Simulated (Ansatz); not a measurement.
C3H5F2 (`[CH2]CC(F)F`) radical at its PBE0-D4/def2-TZVP geometry, where that method's forces vanish. Total charge 0; spin multiplicity 2.

| atom | x (Å) | y (Å) | z (Å) |
| --- | --- | --- | --- |
| C1 | 0.038 | 1.362 | 0.423 |
| C2 | -0.174 | 0.235 | -0.513 |
| C3 | 0.011 | -1.113 | 0.138 |
| F4 | 1.280 | -1.239 | 0.609 |
| F5 | -0.175 | -2.099 | -0.778 |
| H6 | -0.508 | 2.288 | 0.304 |
| H7 | 0.840 | 1.326 | 1.148 |
| H8 | 0.536 | 0.271 | -1.355 |
| H9 | -1.176 | 0.262 | -0.950 |
| H10 | -0.673 | -1.294 | 0.973 |

Task: For each bond, give half the difference of the two atoms' forces along it (eV/Å; positive pushes the atoms apart) under PBE-D4, r2SCAN-D4, B3LYP-D4, ωB97M-V in def2-TZVPP. (Estimate.)

Result: The calculation gave: 
```json
{"bond": "C1–C2", "length (Å)": "1.480", "PBE-D4": "-0.14", "r2SCAN-D4": "0.07", "B3LYP-D4": "0.13", "ωB97M-V": "0.17"}
{"bond": "C1–H6", "length (Å)": "1.081", "PBE-D4": "0.11", "r2SCAN-D4": "-0.04", "B3LYP-D4": "-0.10", "ωB97M-V": "-0.11"}
{"bond": "C1–H7", "length (Å)": "1.082", "PBE-D4": "0.14", "r2SCAN-D4": "-0.04", "B3LYP-D4": "-0.08", "ωB97M-V": "-0.11"}
{"bond": "C2–C3", "length (Å)": "1.508", "PBE-D4": "-0.05", "r2SCAN-D4": "-0.02", "B3LYP-D4": "0.04", "ωB97M-V": "0.03"}
{"bond": "C2–H8", "length (Å)": "1.102", "PBE-D4": "0.18", "r2SCAN-D4": "-0.02", "B3LYP-D4": "-0.06", "ωB97M-V": "-0.09"}
{"bond": "C2–H9", "length (Å)": "1.093", "PBE-D4": "0.11", "r2SCAN-D4": "-0.04", "B3LYP-D4": "-0.09", "ωB97M-V": "-0.11"}
{"bond": "C3–F4", "length (Å)": "1.360", "PBE-D4": "0.55", "r2SCAN-D4": "0.31", "B3LYP-D4": "0.34", "ωB97M-V": "0.22"}
{"bond": "C3–F5", "length (Å)": "1.359", "PBE-D4": "0.54", "r2SCAN-D4": "0.30", "B3LYP-D4": "0.33", "ωB97M-V": "0.21"}
{"bond": "C3–H10", "length (Å)": "1.095", "PBE-D4": "0.02", "r2SCAN-D4": "-0.13", "B3LYP-D4": "-0.22", "ωB97M-V": "-0.22"}
```

B3LYP here is the variant with VWN-RPA as its local correlation; programs differ in this.

Computed with Ansatz.
